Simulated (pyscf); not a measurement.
`[Cl][CH2][SiH]([Cl])[Cl]` + `[H]` [doublet] → `[Cl][CH2][Si]([Cl])[Cl]` [doublet] + `[H][H]` (hydrogen abstraction; doublet surface; H–Si broken, H–H formed). PySCF, gas phase, ωB97X-D3(BJ)/def2-SVP geometries. Energies in kcal/mol from the separated reactants.

| level | barrier | reaction energy |
|---|---|---|
| ωB97X-D3(BJ)/def2-TZVP | 5.9 | -10.8 |
| PBE/def2-TZVP | 0.8 | -14.8 |
| r²SCAN/def2-TZVP | 0.0 | -15.2 |
| PBE0-D3(BJ)/def2-TZVP | 2.7 | -12.0 |
| ωB97M-D3(BJ)/def2-TZVP | 5.9 | -10.3 |
| HF/def2-TZVP | 15.4 | -4.3 |

Cl–CH₂–SiH(Cl)–Cl lies 43.9 kcal/mol over its isomer H₃C–Si(Cl)(Cl)–Cl (electronic energy, ωB97M-D3(BJ)). Cl–CH₂–Si•(Cl)–Cl lies 32.0 kcal/mol over its isomer •H₂C–Si(Cl)(Cl)–Cl (electronic energy, ωB97M-D3(BJ)). One saddle was located; it need not be the lowest between these sides. The angle at the transferred H is 179°.
